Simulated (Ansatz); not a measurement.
A calculation with Ansatz (development build ahead of 0.2.0).

```yaml
crystal:
  periodic: [false, false, false]
  atoms:
    - { symbol: C, position_ang: [0.0, 0.0, -0.15077] }
    - { symbol: H, position_ang: [0.0, 0.0, 0.90463] }
basis:
  gaussian: { orbitals: def2-TZVP }
total_charge: 1
hamiltonian:
  xc: hf
```

The input is written out in the form of the current development build from the run's settings.

Output:

```json
{
 "Converged": "yes",
 "Total energy": "-37.90581 hartree",
 "Spin squared of the determinant": "0.000"
}
```

Caution: in another basis set an unrestricted determinant lies well below.
